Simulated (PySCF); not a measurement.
SiH3 (charge +1).
Numbering: `[SiH3+:1]` (hydrogens: H2, H3, H4 on Si1)

Computed with PySCF at PBE0/pcSseg-1, non-relativistic, on one gas-phase PBE0-D3(BJ)/def2-SVP geometry that isn't relaxed in the solvent. The solvent is an IEF-PCM continuum (van der Waals radii × 1.2). Specific hydrogen bonds and non-electrostatic terms are outside this model.

```json
{"run": "gas", "E − E(gas) (kcal/mol)": "0.00", "HOMO (eV)": "-17.68", "HOMO–LUMO gap (eV)": "7.42"}
{"run": "P", "E − E(gas) (kcal/mol)": "-52.76", "HOMO (eV)": "-13.22", "HOMO–LUMO gap (eV)": "7.45"}
{"run": "Q", "E − E(gas) (kcal/mol)": "-59.44", "HOMO (eV)": "-12.66", "HOMO–LUMO gap (eV)": "7.46"}
```

Problem. The runs were made in chloroform and dichloromethane. Which run belongs to which solvent?

Solution. P = chloroform, Q = dichloromethane. The dielectric constants are 4.711 (chloroform), 8.93 (dichloromethane), and the energy falls further as ε rises. In this model the ground state sees the solvent through ε alone.

Problem. How constant is the ratio of the lowering to 1 − 1/ε?

Solution. 
| solvent | 1 − 1/ε | E − E(gas) (kcal/mol) | ratio (kcal/mol) | polarisation term (kcal/mol) |
| --- | --- | --- | --- | --- |
| chloroform | 0.788 | -52.76 | -67.0 | -52.77 |
| dichloromethane | 0.888 | -59.44 | -66.9 | -59.46 |

The ratio changes by -0.1 % in size from chloroform to dichloromethane. The polarisation term is half the interaction of the solute with the induced surface charges.
